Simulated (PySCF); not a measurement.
# Phthalazine in a uniform electric field

Species: phthalazine, C₈H₆N₂.
Structure used (PBE0-D3(BJ)/def2-SVP), in Å, numbered top down from 1:
```
atom  x, y, z in Å
C1    -2.0359    0.8376   -0.0018
C2    -2.1640   -0.5701   -0.0519
C3    -1.0476   -1.3768   -0.0772
C4     0.2375   -0.7891   -0.0529
C5     1.4570   -1.5201   -0.0760
N6     2.6440   -0.9733   -0.0547
N7     2.7659    0.3655   -0.0073
C8     1.6973    1.1180    0.0175
C9     0.3658    0.6195   -0.0029
C10   -0.7922    1.4295    0.0227
H11   -2.9356    1.4568    0.0173
H12   -3.1607   -1.0170   -0.0708
H13   -1.1411   -2.4650   -0.1160
H14    1.4361   -2.6157   -0.1143
H15    1.8748    2.1994    0.0563
H16   -0.6880    2.5167    0.0613
```

Level: CAM-B3LYP/def2-SVPD (PySCF); nuclei fixed, core orbitals frozen in the response. Permanent dipole (-5.278, 0.481, 0.006) D (1 au = 2.5417 D). Static polarisability (au):

```
x   141.70  -2.71   0.11
y    -2.71 112.18   1.98
z     0.11   1.98  56.00
```

Only the terms in μ and α are kept: μ(F) = μ + αF and ΔE = −μ·F − ½ F·αF.

(1) What do fields of 0.154 V/Å (0.003 au) along the six axis directions do?

(2) For the field (-0.0018, 0.0012, -0.0012) au, what is the induced dipole, and what angle does it make with the field?

(3) At what field along the permanent dipole would the induced dipole along it equal the permanent one, in this linear picture?

(4) What field makes μF equal to kT at 200 K?

(5) A unit point charge sits 15 Å away. Estimate the induction energy −αe²/2R⁴ with the mean polarisability, treating the molecule as a point.

Results:

(1) 
```tsv
field along	induced x (D)	induced y (D)	induced z (D)	total size (D)	−μ·F (kJ/mol)	−½F·αF (kJ/mol)
+x	1.080	-0.021	0.001	4.223	+16.356	-1.674
−x	-1.080	0.021	-0.001	6.378	-16.356	-1.674
+y	-0.021	0.855	0.015	5.465	-1.491	-1.325
−y	0.021	-0.855	-0.015	5.271	+1.491	-1.325
+z	0.001	0.015	0.427	5.318	-0.019	-0.662
−z	-0.001	-0.015	-0.427	5.316	+0.019	-0.662
```

(2) αF = (-0.657, 0.349, -0.165) D, at 17.3° to the field. The polarisability along this direction, F·αF/F², is 115.65 au, against a mean of 103.29 au.

(3) The polarisability along the dipole is 141.95 au, so F = 2.0851 au / 141.95 au = 0.0147 au = 0.76 V/Å; higher-order terms are ignored.

(4) kT = 0.6334 × 10⁻³ Eh, so F = 0.000304 au = 1.56 MV/cm.

(5) R = 28.35 bohr, so the energy is −103.3/(2 × 28.35⁴) Eh = -0.21 kJ/mol. The charge–dipole term at its most favourable orientation, −μe/R², is -6.81 kJ/mol.

Isolated species at its PBE0-D3(BJ)/def2-SVP geometry, gas phase.
